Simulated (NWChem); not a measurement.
# Correlation energy of hydrogen fluoride (HF)

SMILES: F
```xyz
2

F      0.0000     0.0000     0.0925
H      0.0000     0.0000    -0.8323
```
Charge 0, spin multiplicity 1.

Everything below was run with NWChem. Structure: optimised with B3LYP/def2-SVP, a minimum by its harmonic frequencies.

Basis set: def2-SVP. Each correlation energy counts from its own Hartree-Fock reference.

The correlated methods keep 1 core orbital frozen. Coupled-cluster values serve here as a point of comparison, not as the truth.

Question: One of these methods gave a correlation energy of -207.2 mHa. Which?
A. MP2
B. CCSD
C. CCSD+T(CCSD)
D. SCS-MP2

Answer: C, CCSD+T(CCSD). The others give -199.8 (MP2), -193.6 (SCS-MP2), -205.2 (CCSD).
